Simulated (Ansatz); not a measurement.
# H₂O₂ (singlet): from Hartree-Fock to the top rungs, cc-pVTZ

An exercise on one series of results from a longer session: the logs are not shown, and one member is left open.

The runs use Ansatz 0.2.0, Gaussian basis; cc-pVTZ, core rule «outside noble gas», up to 2 orbitals frozen.

The runs, in order: UHF; CCSD(T) on RHF; BCCD(T) on RHF; CISD; CCSDT(Q) on RHF; CASSCF and MRCISD+Q, 14 electrons in 10 orbitals; CASSCF and NEVPT4(SD), 14 electrons in 10 orbitals; CASSCF and NEVPT2, 14 electrons in 10 orbitals.

10 further runs of the same task are left out: 1 that didn't finish, 9 set aside as unsound or not needed.

## The system

The geometry is an MP2(full)/6-31G* stationary point (not a proven minimum).

4 atoms, charge 0, spin multiplicity 1.

Atoms are counted from 1 here; the program's logs count them from 0.

Bond lengths: O1–O2 1.468 Å, O1–H3 0.976 Å, O2–H4 0.976 Å. Angles: O2–O1–H3 98.6°, O1–O2–H4 98.6°.

Set-up of the first run:

in.yaml

```yaml
crystal:
  periodic: [false, false, false]
  atoms:
    - {symbol: O, position_ang: [0.000000, 0.734058, -0.028136]}
    - {symbol: O, position_ang: [0.000000, -0.734058, -0.028136]}
    - {symbol: H, position_ang: [0.839547, 0.880752, 0.446615]}
    - {symbol: H, position_ang: [-0.839547, -0.880752, 0.446615]}
basis:
  gaussian: {orbitals: cc-pVTZ}
magnetization: {spin_polarized: true, initial_magnetization: 0}
hamiltonian: {xc: hf}
output: {orbitals: {seedname: orbitals}}
```

Launch:

```sh
$ ansatz run in.yaml --threads 1 --pin off --events-out ev --progress --plain --max-ram 3956MiB --backend cpu
```

Among the steps run: UHF; CCSD(T) on RHF; BCCD(T) on RHF; CISD; CCSDT(Q) on RHF; CASSCF and MRCISD+Q, 14 electrons in 10 orbitals; CASSCF and NEVPT4(SD), 14 electrons in 10 orbitals; CASSCF and NEVPT2, 14 electrons in 10 orbitals.

One of the session's tables, all rows but one given; the rest of the session is left out.

It belongs to the step «Misses and costs». 

```
            method  from RCCSDT(Q) (meV)
               RHF              +14326.1
              RMP2                +740.5
              CISD               +1689.6
             RCCSD                +549.3
          RCCSD(T)                 +36.2
           BCCD(T)                 +35.6
            RCCSDT                 +37.5
         RCCSDT(Q)                     0
    CASSCF valence              +11293.9
    NEVPT2 valence               +1505.5
NEVPT4(SD) valence                     ?
    MRCISD valence                +979.7
  MRCISD+Q valence                +183.4
```

Estimate the missing values for NEVPT4(SD) valence.

As computed: from RCCSDT(Q) (meV): +174.5. In the column «from RCCSDT(Q) (meV)» it lies between RCCSDT (+37.5) and MRCISD+Q valence (+183.4).
